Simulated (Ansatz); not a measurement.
System: CsCl-type TlBr. Method: HSE06 (Ansatz, a program for electronic structure, plane waves, PAW).

The input as run:

Ansatz 0.2 input:
```yaml
crystal:
  lattice:
    - [4.0257235832, 0.0, 0.0]
    - [0.0, 4.0257235832, 0.0]
    - [0.0, 0.0, 4.0257235832]
  atoms:
    - { symbol: Tl, position: [0.0, 0.0, 0.0] }
    - { symbol: Br, position: [0.5, 0.5, 0.5] }
basis:
  ecutwfc: 460
  ecutrho_ratio: 4
  xc_grid: 2
kpoints:
  mp_grid: { grid: [6, 6, 6] }
hamiltonian:
  xc: hse06
  dispersion: none
  pseudopotentials: { kind: paw }
scf:
  occupations: { method: fermi_dirac, width: 0.01 }
  convergence: { dr2_threshold: 0.0000000002 }
output:
  forces: true
  stress: true
  eigenvalues: true
```

### Question
How many irreducible k-points, plane waves at Γ does the program set up, and what pressure does the run end with?

### Answer
20 irreducible k-points, 1419 plane waves at Γ; P = 0.14 GPa, so the cell is compressed on average and its volume would grow at this level.

Excerpt of the program's output:

```
WARN output.stress: scf.exx.energy_threshold = 1e-6 eV is looser than the 2e-8 eV advised for a stress under a hybrid functional (1e-8 eV for each atom of the …
Crystal: 2 atoms, lattice volume = 65.243 Å³
Basis set: ecut = 460 eV, 1419 PW (Γ), exchange–correlation on 60×60×60 points (8 copies of the dense FFT grid, shifted against one another)
Bands: 14, of which v1, the nominal top of the filled ones, is band 10 counted from 1 (9 counted from 0)
Symmetry: 48 space group operations
Space group: Pm-3m (ITA 221), of the structure as read, at distance tolerance 4.0e-5 Å
k-points: 20 of 216
SCF iter   1: F=—  HF=-14229.004085 eV  |F-HF|=—  |Δ(HF+E_count)|=         —  Δρ=1.49e-3  dr2=2.62e-3
SCF iter   2: F=-14229.003503 eV  HF=-14229.003625 eV  |F-HF|=1.22e-4  |Δ(HF+E_count)|=   4.60e-4  Δρ=3.74e-4  dr2=1.79e-4
Crystal: 2 atoms, lattice volume = 65.243 Å³
Initial density: handed on by an earlier stage of this run
  ...
Crystal: 2 atoms, lattice volume = 65.243 Å³
SCF iter   4: F=—  HF=-14234.397579 eV  |F-HF|=—  |Δ(HF+E_count)|=   8.56e-9  Δρ=1.87e-6  dr2=1.21e-9
SCF iter   5: F=-14234.397579 eV  HF=-14234.397579 eV  |F-HF|=0.00e0  |Δ(HF+E_count)|=  4.37e-11  Δρ=1.64e-7  dr2=6.21e-11
SCF 3 converged in 5 iterations: F = -14234.397579 eV  dr2 = 6.21e-11
Free energy (F): -14234.397579 eV
Internal energy: -14234.397579 eV  (E = F + TS)
E sigma→0 (E₀):  -14234.397579 eV
Fermi energy:    5.516906 eV
--- Stress (GPa, compression-positive) ---
        0.140331      -0.000000       0.000000
       -0.000000       0.140331       0.000000
        0.000000       0.000000       0.140331
  P = ⅓ Tr σ = 0.1403 GPa (1.403 kbar)
```

The cell is one volume of an energy–volume scan, off the minimum.

The PAW data were made under PBE.
